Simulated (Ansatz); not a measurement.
Black phosphorus: LDA at its full settings (plane-wave cutoff 520 eV, 10×10×8 k mesh (along the axes of the cell as run), Fermi–Dirac smearing 0.01 eV, scalar-relativistic PAW data made under PBE) and at cheaper ones, in a cell of 4 atoms with Γ-centred meshes.

```tsv
level and setting	volume per atom (Å³/atom)
LDA (Ansatz)	17.25
LDA (250 eV cutoff) (Ansatz)	17.41
LDA (2×2×2 k mesh) (Ansatz)	18.41
LDA (4×4×4 k mesh) (Ansatz)	16.36
```

Largest shifts from the full settings: equilibrium volume per atom +6.7 % (LDA (2×2×2 k mesh)), against a difference of -9.1 % of the full result from the reference 18.97 Å³/atom (measured, temperature not stated, not corrected to a static lattice; as tabulated in Appalakondaiah et al. (2012), arXiv:1211.3512).

The full settings aren't shown to be converged themselves.

Caveats: LDA has no dispersion term either, though it tends to give short spacings of layers, chains or molecules (LDA, LDA (250 eV cutoff), LDA (2×2×2 k mesh), LDA (4×4×4 k mesh)). Ansatz's density-functional and Hartree–Fock values are scalar-relativistic unless marked +SOC, with PAW data made under PBE.

Run with cheap settings on purpose, which may leave them unconverged: LDA (250 eV cutoff), LDA (2×2×2 k mesh), LDA (4×4×4 k mesh).

Ansatz is a program for electronic structure.
